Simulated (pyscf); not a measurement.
Structures and frequencies: ωB97X-D3(BJ)/def2-SVP in PySCF.

Q: For H₃C–CH₂–CH₃ (SMILES CCC) + [Cl–Mo(Cl)(Cl)(Cl)–Cl]• (SMILES [Cl][Mo]([Cl])([Cl])([Cl])[Cl]) → [H₃C–CH(CH₃)–Mo(Cl)(Cl)(Cl)–Cl]• (SMILES C[CH](C)[Mo]([Cl])([Cl])([Cl])[Cl]) + HCl (SMILES Cl), a four-centre exchange (doublet surface; C–H, Cl–Mo broken, C–Mo, Cl–H formed), PBE/def2-TZVP gives ΔE‡ = 1.61 eV and ΔE = +1.08 eV (zero: the separated reactants). In which direction and how far do B3LYP-D3(BJ)/def2-TZVP, M06-2X/def2-TZVP, ωB97M-D3(BJ)/def2-TZVP move these?

A: B3LYP-D3(BJ): ΔE‡ = 1.60 eV, ΔE = +0.86 eV; M06-2X: ΔE‡ = 1.51 eV, ΔE = +0.68 eV; ωB97M-D3(BJ): ΔE‡ = 1.55 eV, ΔE = +0.73 eV. PBE's barrier matches one of them and lies within 0.10 eV of the others. Its reaction energy lies over all of them, by 0.22 to 0.41 eV. On the reactant side the descent ends in a complex (not fully relaxed), 0.18 eV under the separated species and 1.83 eV under the saddle at ωB97X-D3(BJ)/def2-TZVP. On the product side the descent ends in a complex (not fully relaxed), 0.22 eV under the separated species and 1.10 eV under the saddle at ωB97X-D3(BJ)/def2-TZVP. At the saddle there is also a short H–Mo contact that neither side keeps. At ωB97X-D3(BJ) the barrier from the zero used here is 1.64 eV. This is the saddle that the search found; another between the same sides may lie lower. Open-shell species with a d-block atom are single-reference here; other states, and whether the spin sits on metal or ligand, were not checked. Elements past Kr carry the def2 core potentials, without spin-orbit coupling.
